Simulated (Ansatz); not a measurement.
The input, for Ansatz 0.2.0:

```yaml
crystal:
  periodic: [false, false, false]
  atoms:
    - {symbol: B, position_ang: [0.002102, -0.218465, -0.716683]}
    - {symbol: Si, position_ang: [0.001561, -0.378014, 1.175720]}
    - {symbol: P, position_ang: [0.049535, -0.204817, -2.526215]}
    - {symbol: H, position_ang: [-0.053199, 0.801296, 2.067179]}
basis:
  gaussian: {orbitals: 6-31G}
magnetization: {spin_polarized: false, initial_magnetization: 3}
correlation: {method: ccsd_t, frozen_orbitals: {B: 9}}
```

```sh
$ ansatz run in.yaml --threads 1 --pin off --events-out ev --progress --plain --max-ram 2393MiB
```

Problem. One thing in this input was set wrong on purpose, beside settings that are merely unusual. What is the gravest fault, and what does the program do?

Solution. Wrong frozen-orbital counts. How the run ends: refused.
```
Error: "frozen_orbitals" has no count for Si
```
